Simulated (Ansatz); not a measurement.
We consider grey tin (α-Sn), described by B3LYP (VWN-RPA form) in Ansatz (plane waves, PAW).

Numerical settings: plane-wave cutoff 460 eV, 8×8×8 k mesh, Fermi–Dirac smearing 0.01 eV, scalar-relativistic PAW data made under PBE.

Energies at three volumes about the minimum:

```tsv
V (Å³/atom)	E − E_lowest (meV/atom)
36.224	2.61
36.919	0.00
38.081	2.33
```

Task: Fit a parabola by hand: where is the minimum, what lattice constant follows, and what is the bulk modulus?

Result: Slopes: (0.00 − 2.61)/(36.919 − 36.224) = -3.755 and (2.33 − 0.00)/(38.081 − 36.919) = 2.005 meV/Å³. Curvature E″ = 2 × (2.005 − (-3.755))/(38.081 − 36.224) = 6.204 meV/Å⁶. From the middle of the first interval, the slope vanishes at V0 = 36.5715 − (-3.755)/6.204 = 37.177 Å³/atom. B = V0 E″ = 37.177 × 6.204 meV/Å³ × 0.1602 GPa per meV/Å³ = 37.0 GPa. With 8 atoms in the cube, a = (8 × 37.177)^(1/3) = 6.675 Å. The full Birch–Murnaghan fit to all volumes gives V0 = 37.155 Å³/atom and B0 = 36.4 GPa.

Measured, for comparison: bulk modulus 42.8 GPa (0 K value with the zero-point phonon effect removed; as tabulated in Mejia-Rodriguez and Trickey (2018), arXiv:1807.09216); lattice constant a 6.477 Å (static lattice: zero-point anharmonic expansion removed; as tabulated in Mejia-Rodriguez and Trickey (2018), arXiv:1807.09216). Computed (rounded) less measured: bulk modulus -15 %.

Ansatz is a quantum-chemistry and plane-wave program.
